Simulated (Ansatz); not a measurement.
The input, for Ansatz 0.2.0:

```yaml
crystal:
  periodic: [false, false, false]
  atoms:
    - {symbol: Ta, position_ang: [0.000000, 0.000000, 0.000000]}
    - {symbol: H, position_ang: [0.000000, 0.000000, 1.734000]}
basis:
  gaussian: {orbitals: def2-TZVP}
total_charge: 1
magnetization: {spin_polarized: false, initial_magnetization: 1}
correlation: {method: fic_mrcisd_q, electrons: outside_noble_gas, active_space: {window: {electrons: 5, orbitals: 7}, shells: [{species: H, l: s, shell: 1}, {species: Ta, l: s, shell: 6}, {species: Ta, l: d, shell: 5}]}}
```

```sh
$ ansatz run in.yaml --threads 1 --pin off --events-out ev --progress --plain --max-ram 2393MiB
```

(1) Roughly how long does this take on 1 thread of Arm Neoverse V2, shared host, and how much host memory?

```
721 factors; integrals over basis functions are off by at most 9.0e-7 eV
mean field evaluation 1: about -1537.9161 eV, gradient 1.6e1 eV
mean field evaluation 2: about -1537.9161 eV, gradient 1.6e1 eV
mean field evaluation 4: about -1539.0123 eV, gradient 1.8e0 eV
mean field evaluation 8: about -1539.1237 eV, gradient 2.2e-1 eV
mean field evaluation 16: about -1539.1379 eV, gradient 5.7e-1 eV
mean field evaluation 32: about -1538.6954 eV, gradient 8.8e0 eV
mean field evaluation 64: about -1539.1269 eV, gradient 2.4e-6 eV
mean field evaluation 96: about -1539.4077 eV, gradient 2.1e-1 eV
mean field evaluation 128: about -1539.0975 eV, gradient 1.5e0 eV
mean field evaluation 160: about -1539.0118 eV, gradient 1.8e0 eV
mean field -1539.43934300 eV, -56.5733523858 hartree, gradient 5.0e-6 eV, S^2 0.750000; 17 other end points of the search recorded, 0 dependent functions left out
reference -1539.43934300 eV, -56.5733523858 hartree; 7, 6 occupied and 39, 40 virtual orbitals, 721 factors
state -1540.98180650 eV, -56.6300368739 hartree
contracted CI cycle   1: correlation 0.00000000 eV, 0.0000000000 hartree, residual 8.57e0 eV
contracted CI cycle   2: correlation -1.27610211 eV, -0.0468958874 hartree, residual 1.65e0 eV
contracted CI cycle   3: correlation -1.32553037 eV, -0.0487123427 hartree, residual 5.12e-1 eV
contracted CI cycle   4: correlation -1.33192367 eV, -0.0489472920 hartree, residual 2.19e-1 eV
contracted CI cycle   5: correlation -1.33286268 eV, -0.0489818000 hartree, residual 8.12e-2 eV
contracted CI cycle   6: correlation -1.33299816 eV, -0.0489867788 hartree, residual 3.09e-2 eV
contracted CI cycle   7: correlation -1.33301685 eV, -0.0489874656 hartree, residual 1.28e-2 eV
contracted CI cycle   8: correlation -1.33301994 eV, -0.0489875791 hartree, residual 5.46e-3 eV
contracted CI cycle   9: correlation -1.33302047 eV, -0.0489875986 hartree, residual 1.87e-3 eV
contracted CI cycle  10: correlation -1.33302053 eV, -0.0489876010 hartree, residual 6.12e-4 eV
state -1540.98180650 eV, -56.6300368739 hartree; corrected -1542.35904238 eV, -56.6806493590 hartree
Total energy: -1542.35904238 eV, -56.6806493590 hartree
Checks for a lower state left out: starts, orbital_swaps
```

For the same geometry and basis full CI lies 53.6 meV higher.

Results:

(1) 2.6 s wall and 0.15 GiB.
